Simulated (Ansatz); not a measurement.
`C/C=C(/C)F` and `C/C(F)=C/N` differ in one atom or group.

Ansatz, PBE0-D4/def2-TZVP geometries, multiplicity 1. Each molecule was computed in one conformer, which needn't be the lowest.

```
                                          property  `C/C=C(/C)F`
                HOMO energy (PBE0/def2-TZVPP) / eV         -6.86
           HOMO–LUMO gap (ωB97M-V/def2-TZVPP) / eV         11.91
              HOMO–LUMO gap (PBE0/def2-TZVPP) / eV          7.71
  size of the dipole moment (B3LYP/def2-TZVPP) / D          1.40
size of the dipole moment (ωB97M-V/def2-TZVPP) / D          1.40
                 HOMO energy (PBE/def2-TZVPP) / eV         -5.66
```

Question: What does the change do to each property? (Estimate.)

Answer: Ansatz gave: 
```json
{"property": "HOMO energy (PBE0/def2-TZVPP) / eV", "`C/C(F)=C/N`": "-5.76", "shift": "1.10"}
{"property": "HOMO–LUMO gap (ωB97M-V/def2-TZVPP) / eV", "`C/C(F)=C/N`": "10.51", "shift": "-1.40"}
{"property": "HOMO–LUMO gap (PBE0/def2-TZVPP) / eV", "`C/C(F)=C/N`": "6.86", "shift": "-0.85"}
{"property": "size of the dipole moment (B3LYP/def2-TZVPP) / D", "`C/C(F)=C/N`": "1.75", "shift": "0.35"}
{"property": "size of the dipole moment (ωB97M-V/def2-TZVPP) / D", "`C/C(F)=C/N`": "1.74", "shift": "0.34"}
{"property": "HOMO energy (PBE/def2-TZVPP) / eV", "`C/C(F)=C/N`": "-4.56", "shift": "1.10"}
```

With PBE0 the HOMO rises by 1.10 eV and the LUMO rises by 0.25 eV, so the gap narrows by about 0.85 eV. PBE moves the HOMO by 1.10 eV and ωB97M-V by 1.12 eV. Dipoles are sizes alone; their direction can turn.

B3LYP here is the variant with VWN-RPA as its local correlation; programs differ in this.
